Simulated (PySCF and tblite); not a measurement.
N-methylformamide, C₂H₅NO, numbered as in [CH3:1][NH:2][CH:3]=[O:4].

Conformers came from 90 starts (ETKDG and KDG, MMFF94s, GFN2-xTB); geometries are PBE0-D3(BJ)/def2-SVP. Free energies are CAM-B3LYP-D3(BJ)/def2-TZVP single points with GFN2-xTB rigid-rotor and vibrational terms (modes under about 100 cm⁻¹ blended into free rotors). Symmetry numbers and mirror images are counted. Conformers within 3 kcal/mol (GFN2-xTB free energy) were kept, 8 at most. GIAO shieldings: PBE0/pcSseg-2. Shifts are against TMS (¹H), TMS (¹³C), NH3 (¹⁵N) at the same level. Programs: PySCF with density fitting and tblite.

Torsions listed: C1–N2–C3–O4.

```json
{"conformer": "1", "shape": "0°", "weight %": "100.0", "dipole D": "3.98"}
```

(1) How does the computed dipole moment compare with the measured one in the gas phase?

## Answers

(1) Computed: 3.98 D in the leading conformer, 3.98 D as root mean square over the ensemble. Measured: 3.83 D (NIST CCCBDB Release 22 (SRD 101), experimental dipoles).


¹⁵N shifts are against a computed isolated NH3 molecule, about 20 ppm from the liquid.